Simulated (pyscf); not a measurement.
Four-centre exchange: H₂N–SiH: [singlet] + ammonia (NH₃) → H₂N–Si:–NH₂ [singlet] + hydrogen (H₂)

Gas phase, singlet surface, charge 0. Bonds broken: Si2–H5, N6–H7. Bonds formed: Si2–N6, H5–H7. PySCF, gas phase, ωB97X-D3(BJ)/def2-SVP geometries.

Transition state (Å):

```xyz
9

N      0.5840     1.2595    -0.5747
Si     0.9085    -0.2734     0.1817
H      1.1818     1.5516    -1.3411
H     -0.3027     1.7543    -0.6022
H     -0.6217    -1.1572    -0.3191
N     -0.3377    -0.0553     1.6320
H     -0.8232    -0.7997     0.6206
H     -0.0814    -0.4337     2.5420
H     -0.7835     0.8542     1.7430
```

One imaginary mode, 1504i cm⁻¹; descent along it reached the two sides named, in the forms told below.

| bond | change | reactant side (Å) | saddle | product side |
|---|---|---|---|---|
| Si2–H5 | breaks | 1.537 | 1.837 | 4.3 |
| N6–H7 | breaks | 1.021 | 1.346 | 2.7 |
| Si2–N6 | forms | 2.133 | 1.925 | 1.733 |
| H5–H7 | forms | 2.6 | 1.025 | 0.761 |

Electronic energies relative to the separated reactants (eV):

| level | barrier | reaction energy | reverse barrier |
|---|---|---|---|
| ωB97X-D3(BJ)/def2-TZVP | 0.77 | -0.86 | 1.63 |
| PBE/def2-TZVP | 0.63 | -0.77 | 1.40 |
| r²SCAN/def2-TZVP | 0.64 | -0.88 | 1.52 |
| B3LYP-D3(BJ)/def2-TZVP | 0.81 | -0.83 | 1.63 |
| PBE0-D3(BJ)/def2-TZVP | 0.66 | -0.79 | 1.45 |
| M06-2X/def2-TZVP | 0.77 | -0.94 | 1.71 |
| ωB97M-D3(BJ)/def2-TZVP | 0.81 | -0.82 | 1.63 |
| HF/def2-TZVP | 1.55 | -0.67 | 2.22 |

With ωB97M-D3(BJ)/def2-TZVP energies and thermal terms (ideal gas, 1 atm, RRHO with modes under 100 cm⁻¹ raised to 100, one conformer, R ln 2 for chiral ones without a mode under 150 cm⁻¹), in eV:

```json
[
 {"T (K)": "298", "ΔH‡": "0.71", "ΔG‡": "1.15", "ΔH": "-0.95", "ΔG": "-0.85"},
 {"T (K)": "600", "ΔH‡": "0.74", "ΔG‡": "1.59", "ΔH": "-0.88", "ΔG": "-0.77"},
 {"T (K)": "900", "ΔH‡": "0.77", "ΔG‡": "2.01", "ΔH": "-0.83", "ΔG": "-0.72"},
 {"T (K)": "1200", "ΔH‡": "0.81", "ΔG‡": "2.41", "ΔH": "-0.80", "ΔG": "-0.69"}
]
```

On the reactant side the descent ends in an adduct with a N–Si contact (not fully relaxed), 0.65 eV under the separated species and 1.42 eV under the saddle at ωB97X-D3(BJ)/def2-TZVP. What is counted as formed (N–Si) is already present as a longer contact in the reactant adduct; forming that adduct is a step of its own. At the saddle there is also a short H–Si contact that neither side keeps. The same reactants have a lower exit, to NH₃ + H₂N–SiH: [singlet] (barrier +0.15 eV at ωB97M-D3(BJ)/def2-TZVP, against +0.81 eV here). One saddle was located; it need not be the lowest between these sides.
